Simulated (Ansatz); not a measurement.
Reading a saddle point

A first-order saddle point of CH₇AlO, closed shell, PBE0-D4/def2-TZVP, with one imaginary mode of 1235i cm⁻¹:

```
10
angstrom
Al -0.7475 0.4799 -0.6240
O 1.0462 1.0225 -0.7607
H -1.1436 -0.4370 -1.8598
H -1.7008 1.5965 -0.0344
H 0.8868 0.1788 0.0635
C 0.0659 -0.6821 0.9522
H 1.5696 0.7276 -1.5110
H 0.7512 -1.5301 0.8669
H 0.2041 -0.2059 1.9248
H -0.9319 -1.1503 0.9828
```

Program: Ansatz 0.2.0. Basis: def2-TZVPP and def2-QZVPP. Cores are frozen in the correlated methods. Extrapolation: Hartree–Fock as exp(−7.88 √X), correlation as X^−2.97.

Question: Which contacts change along the imaginary mode, and what lies on either side? (Judge from chemistry; the calculation decides.)

Answer: Computed: The step is AlH₃O ([OH][AlH2]) + CH₄ → CH₅Al ([CH3][AlH2]) + H₂O (still joined by a long Al–O bond), with the molecules in contact on both sides. Shortening one way: Al1–C6, O2–H5; lengthening the same way: Al1–O2, H5–C6.
```csv
pair,one side (Å),saddle (Å),other side (Å)
Al1–C6,2.95,2.12,1.97
O2–H5,2.70,1.19,0.96
Al1–O2,1.70,1.88,2.04
H5–C6,1.09,1.48,2.88
```

Question: Which side is lower, and how far does the saddle lie above each? (Judge from chemistry; the value comes from the calculation.)

Answer: By the calculation: The side with Al1–O2, H5–C6 short is lower by 17.99 kcal/mol; the saddle lies 36.09 kcal/mol above it and 18.10 kcal/mol above the other (CCSD(T) at an estimated basis limit (MP2 extrapolated from triple and quadruple zeta, plus CCSD(T) − MP2 in triple zeta); electronic energies).

T1 diagnostic: at most 0.011.

Labels in which every atom is bracketed show which atoms are joined, not bond orders.

For scale, one of the runs: CCSD(T)/def2-TZVPP, 202 basis functions, launched by `ansatz run in.yaml --threads 2 --pin off --events-out ev --progress --plain --max-ram 4352MiB`. Hardware: 2 CPU threads of an Arm Neoverse V1, shared host. Wall time 48 s; peak host memory 2.5 GiB.
